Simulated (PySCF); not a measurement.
## Core binding energy against partial charge

C₃H₆P₂.
Geometry (GFN2-xTB, Å), atoms numbered from 1 in this order:
```
atom  x, y, z in Å
C1    -2.1510    0.4498   -0.0623
C2    -0.8367    0.2174   -0.0491
C3    -0.2445   -0.9809   -0.5530
P4     1.3942   -1.3675   -0.6865
P5     2.3564    0.4015    0.1303
H6    -2.8443   -0.2639   -0.4768
H7    -2.5716    1.3586    0.3317
H8    -0.1585    0.9589    0.3628
H9    -0.9342   -1.7354   -0.9150
H10    3.6283   -0.1195   -0.0955
H11    2.3673    1.0836   -1.0880
```

Binding energies: delta-SCF UKS SCAN, pcX-2 on the ionised atom, pcseg-1 elsewhere, spin-free X2C (PySCF). Charges: PBE0/pcSseg-1 ground-state density, for the ionised atom.

```tsv
atom	environment	C 1s (eV)	Mulliken (e)	IAO (e)	Hirshfeld (e)	ESP (e)
C1	terminal =CH2 carbon	289.91	-0.117	-0.286	-0.076	-0.676
C3	carbon bonded to C, P and H	290.32	-0.385	-0.371	-0.101	-0.118
C2	alkene CH carbon	290.70	-0.199	-0.135	-0.052	+0.238
```

Question: Give the correlation coefficient and slope of binding energy on charge for each scheme.

Answer: ESP: r = 0.99, slope 0.9 eV per e; IAO: r = 0.62, slope 2.1 eV per e; Hirshfeld: r = 0.47, slope 7.6 eV per e; Mulliken: r = -0.32, slope -0.9 eV per e. ESP charges have the highest r, on only 3 points.

Question: The point-charge model writes a binding energy as kq + V + constant, with V the potential of the other atoms' charges at the site. What does it give with the Mulliken charges?

Answer: V = Σ 14.40 eV Å × q/r over all other atoms: +1.21 eV at C1, +2.73 eV at C3, +0.26 eV at C2. Fitting binding energy − V to q gives k = 6.1 eV per e and leaves an rms residual of 0.96 eV, against 0.31 eV for the fit on q alone. The model has no term for differences in relaxation between sites.

Spin contamination (⟨S²⟩ against 0.75 for a pure doublet) is marked for C 1s of C3 (0.95) and C 1s of C2 (0.96), which makes these values less certain. Geometry: GFN2-xTB, one conformer, isolated molecule.
